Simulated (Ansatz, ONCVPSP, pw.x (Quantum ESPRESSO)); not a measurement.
**pw.x on fcc Ni: one setting changed**

Potential: optimised norm-conserving Vanderbilt (ONCV), ONCVPSP 4.0.1.1 (patched build), PBEsol; core [Ar], reference 3d8 4s2; waves: 4s: rc 2.35 bohr, ncon 4, nbas 7, qcut 3.3 1/bohr, 1 projector; p scattering state at 0.2 Ha: rc 2.30 bohr, ncon 5, nbas 9, qcut 3.9 1/bohr, 2 projectors, debl 1.9 Ha; 3d: rc 1.50 bohr, ncon 4, nbas 9, qcut 14 1/bohr, 3 projectors, debl 3.2 Ha; local part: polynomial inside 1.25 bohr (lpopt 3, dvloc0 1 Ha); core correction: none. In the p channel the program set the typed energies aside and used 0.050, 1.950 Ha.

The reference run (k-mesh 16³, cutoffs 165/660 Ry, Fermi–Dirac 0.01 Ry, mixing_beta 0.4, conv_thr 1e-9, no spin) gives -1.79 GPa at 10.407 Å³/atom, where all-electron LAPW gives -0.77 GPa. This run, with its own iteration cap, changes k-mesh points per axis to 4.

```
&control
  calculation='scf', prefix='x', pseudo_dir='./', outdir='./tmp', tstress=.true., disk_io='none'
/
&system
  ibrav=0, nat=1, ntyp=1, ecutwfc=165, ecutrho=660, nbnd=12,
  occupations='smearing', smearing='fd', degauss=0.01
/
&electrons
  conv_thr=1e-09, mixing_beta=0.4, electron_maxstep=50
/
ATOMIC_SPECIES
Ni 1.0 Ni.UPF
CELL_PARAMETERS angstrom
  0.00000000 1.73286682 1.73286682
  1.73286682 0.00000000 1.73286682
  1.73286682 1.73286682 0.00000000
ATOMIC_POSITIONS crystal
Ni 0.0000 0.0000 0.0000
K_POINTS automatic
4 4 4 0 0 0
```

```bash
pw.x < Ni.scf.in > Ni.scf.out
```

Problem. How does the run end?

Solution. It converges in 7 iterations; the free energy moves by -72.0 meV/atom and the pressure by -2.91 GPa.

```
Message from routine setup:
     using ibrav=0 with symmetry is DISCOURAGED, use correct ibrav instead
     lattice parameter (alat)  =       4.6310  a.u.
     unit-cell volume          =      70.2299 (a.u.)^3
     number of electrons       =        10.00
     number of Kohn-Sham states=           12
     kinetic-energy cutoff     =     165.0000  Ry
     charge density cutoff     =     660.0000  Ry
     scf convergence threshold =      1.0E-09
     Exchange-correlation= PBESOL
     number of k points=     8  Fermi-Dirac smearing, width (Ry)=  0.0100
     iteration #  1     ecut=   165.00 Ry     beta= 0.40
     total energy              =     -74.77203709 Ry
     estimated scf accuracy    <       0.00141309 Ry
     iteration #  2     ecut=   165.00 Ry     beta= 0.40
     total energy              =     -74.77214783 Ry
     estimated scf accuracy    <       0.00055828 Ry
     iteration #  3     ecut=   165.00 Ry     beta= 0.40
     total energy              =     -74.77219447 Ry
     estimated scf accuracy    <       0.00019455 Ry
     iteration #  4     ecut=   165.00 Ry     beta= 0.40
     total energy              =     -74.77220789 Ry
     estimated scf accuracy    <       0.00000105 Ry
     iteration #  5     ecut=   165.00 Ry     beta= 0.40
     total energy              =     -74.77220817 Ry
     estimated scf accuracy    <       0.00000002 Ry
     iteration #  6     ecut=   165.00 Ry     beta= 0.40
     total energy              =     -74.77220818 Ry
     estimated scf accuracy    <          2.4E-09 Ry
     iteration #  7     ecut=   165.00 Ry     beta= 0.40
     the Fermi energy is    14.3684 ev
!    total energy              =     -74.77220818 Ry
     estimated scf accuracy    <          4.0E-10 Ry
     smearing contrib. (-TS)   =      -0.00963510 Ry
     The total energy is F=E-TS. E is the sum of the following terms:
     one-electron contribution =      -9.39794842 Ry
     hartree contribution      =      17.52172577 Ry
     xc contribution           =     -12.88084000 Ry
     ewald contribution        =     -70.00551043 Ry
     convergence has been achieved in   7 iterations
          total   stress  (Ry/bohr**3)                   (kbar)     P=      -46.95
     Message from routine punch:
     Nothing written, as per user request (disk_io='none')
```

The run took about 6.9 s on one core of a shared host (Intel(R) Xeon(R) Platinum 8259CL CPU @ 2.50GHz, 96 threads, 755 GiB, load 60).
